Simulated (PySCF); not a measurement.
# A search over the determinants of SiCl

Unrestricted PBE0; PySCF, no relativity, basis sets Si def2-TZVPPD, Cl def2-TZVPPD. Outer shells of the fragments: Si 3s2 3p2; Cl 3s2 3p5.

Followed along the bond (rough minima from three points):

| 2Ms+1 | unpaired | ⟨S²⟩ at the start | R at minimum (Å) | Te (eV) |
| --- | --- | --- | --- | --- |
| 2 | π ↑ | 0.76 | 2.07 | 0.00 |
| 4 | σ ↑, π ↑↑ | 3.75 | 2.07 | 2.93 |

Solutions found at the starting distance of 2.085 Å, counted from the lowest of them; the search is not exhaustive and high or unbound solutions are not listed, so other states can lie among these:

| 2Ms+1 | unpaired | term | E (eV) | ⟨S²⟩ | ⟨Lz²⟩ | μ (D) |
| --- | --- | --- | --- | --- | --- | --- |
| 2 | π ↑ | ²Π | 0.00 | 0.76 | 1.01 | -0.88 |
| 4 | σ ↑, π ↑↑ | ⁴Σ⁻ | 2.94 | 3.75 | 0.00 | -0.82 |
| 2 | σ ↑ | ²Σ⁺ | 3.10 | 0.75 | 0.00 | -0.11 |
| 2 | σ ↑, π ↑↓ | mixed | 3.94 | 1.76 | 2.03 | -0.34 |
| 2 | σ ↓, π ↑↑ | mixed | 4.26 | 1.77 | 0.00 | 0.04 |
| 4 | π ↑↑↑ | ⁴Π | 5.21 | 3.77 | 1.01 | 3.41 |
| 4 | σ ↑↑, π ↑ | ⁴Π | 5.96 | 3.76 | 1.01 | -0.08 |
| 4 | σ ↑, π ↑↑ | mixed | 7.73 | 3.76 | 2.02 | 2.44 |
| 4 | σ ↑, π ↑↑ | mixed | 7.97 | 3.76 | 2.02 | 2.47 |

A term symbol is given only where ⟨S²⟩ and ⟨Lz²⟩ are close to those of a pure state; real π, δ and φ orbitals otherwise mix terms. A positive dipole means Si(−)Cl(+).

Counting both spins, an empty level lies below a filled one in some of these solutions, because spin and occupation are held.
